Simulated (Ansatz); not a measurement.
in.yaml

```yaml
crystal:
  periodic: [false, false, false]
  atoms:
    - {symbol: Si, position_ang: [-0.008932, 0.075730, -0.110978]}
    - {symbol: H, position_ang: [-0.008932, -1.217417, -0.855710]}
    - {symbol: H, position_ang: [0.706062, -0.571057, 2.471947]}
    - {symbol: H, position_ang: [-0.448253, -0.321682, 1.476076]}
basis:
  gaussian: {orbitals: cc-pVDZ}
total_charge: 1
magnetization: {spin_polarized: false, initial_magnetization: 2}
correlation: {method: bccd_t, electrons: outside_noble_gas}
```

```sh
$ ansatz run in.yaml --threads 1 --pin off --events-out ev --progress --plain --max-ram 2393MiB
```

Output:

```
316 factors; integrals over basis functions are off by at most 1.2e-3 eV
mean field evaluation 1: about -7895.1400 eV, gradient 6.9e0 eV
mean field evaluation 2: about -7895.1417 eV, gradient 6.9e0 eV
mean field evaluation 4: about -7896.2661 eV, gradient 2.3e0 eV
mean field evaluation 8: about -7896.5751 eV, gradient 3.6e-1 eV
mean field evaluation 16: about -7895.8757 eV, gradient 3.2e0 eV
mean field evaluation 32: about -7889.1807 eV, gradient 3.4e0 eV
mean field -7896.57782628 eV, -290.1938826230 hartree, gradient 2.9e-6 eV, S^2 2.000000; 1 other end points of the search recorded, 0 dependent functions left out
mean field evaluation 64: about -7896.4440 eV, gradient 1.8e0 eV
5 core orbitals not correlated: weight in the atoms' cores, before any rotation towards them, 1.000 or more for the frozen orbitals, at most 0.000 for the correlated occupied ones
reference -7896.57782628 eV, -290.1938826230 hartree; 4, 2 occupied and 24, 26 virtual orbitals, 316 factors
second order -1.84025617 eV of doubles, -0.04443187 eV of singles
cycle   1  -2.33259670 eV  change   -4.5e-1 eV  update   6.0e-2
cycle   2  -2.54029084 eV  change   -2.1e-1 eV  update   3.0e-2
cycle   3  -2.55810839 eV  change   -1.8e-2 eV  update   1.6e-2
cycle   4  -2.56724831 eV  change   -9.1e-3 eV  update   9.6e-3
cycle   5  -2.56851948 eV  change   -1.3e-3 eV  update   6.2e-3
cycle   6  -2.57037756 eV  change   -1.9e-3 eV  update   3.8e-3
cycle   7  -2.57163576 eV  change   -1.3e-3 eV  update   1.8e-3
cycle   8  -2.57051069 eV  change    1.1e-3 eV  update   8.1e-4
cycle   9  -2.57041064 eV  change    1.0e-4 eV  update   4.2e-4
cycle  10  -2.57052016 eV  change   -1.1e-4 eV  update   2.3e-4
cycle  11  -2.57050528 eV  change    1.5e-5 eV  update   1.1e-4
cycle  12  -2.57045991 eV  change    4.5e-5 eV  update   4.1e-5
cycle  13  -2.57045628 eV  change    3.6e-6 eV  update   1.9e-5
cycle  14  -2.57046935 eV  change   -1.3e-5 eV  update   9.7e-6
cycle  15  -2.57047037 eV  change   -1.0e-6 eV  update   4.3e-6
perturbative correction -0.06405067 eV, -0.0023538188 hartree
Total energy: -7899.21234732 eV, -290.2906994856 hartree
```

For the same geometry and basis full CI lies 30.9 meV lower.

Ran on 1 thread of AMD EPYC 7B13, shared host: 0.57 s wall, 0.1 GiB peak host memory.
